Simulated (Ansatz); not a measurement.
Ansatz (a quantum-chemistry and plane-wave program) input (B3LYP/6-31G*):

Ansatz 0.2 input:
```yaml
crystal:
  periodic: [false, false, false]
  atoms:
    - {symbol: N, position_ang: [-0.01156518, -0.00912174, 1.40516945]}
    - {symbol: C, position_ang: [0.01280045, 0.01009602, -1.55525488]}
    - {symbol: C, position_ang: [-0.00476535, 1.12448549, 0.67862305]}
    - {symbol: C, position_ang: [-0.00628467, -1.13320091, 0.66395464]}
    - {symbol: C, position_ang: [0.00519050, -1.15343429, -0.73286410]}
    - {symbol: C, position_ang: [0.00674925, 1.16285145, -0.71781497]}
    - {symbol: H, position_ang: [-0.00892200, 2.05432306, 1.26605698]}
    - {symbol: H, position_ang: [-0.01169787, -2.07058645, 1.23925705]}
    - {symbol: H, position_ang: [0.00826266, -2.15427133, -1.19472761]}
    - {symbol: H, position_ang: [0.01117242, 2.16960025, -1.16663501]}
basis:
  gaussian:
    orbitals: 6-31G*
hamiltonian:
  xc: {name: B3LYP}
total_charge: -1
phonons: {temperatures: {t_min: 298.15, t_max: 298.15, t_step: 100}}
```

Task: Which harmonic wavenumbers does it give?

Result: 328, 405, 602, 689, 729, 798, 918, 959, 962, 987, 1017, 1065, 1111, 1249, 1249, 1348, 1435, 1480, 1518, 1592, 2976, 2978, 3021, 3032 cm⁻¹ (unscaled; negative means imaginary).
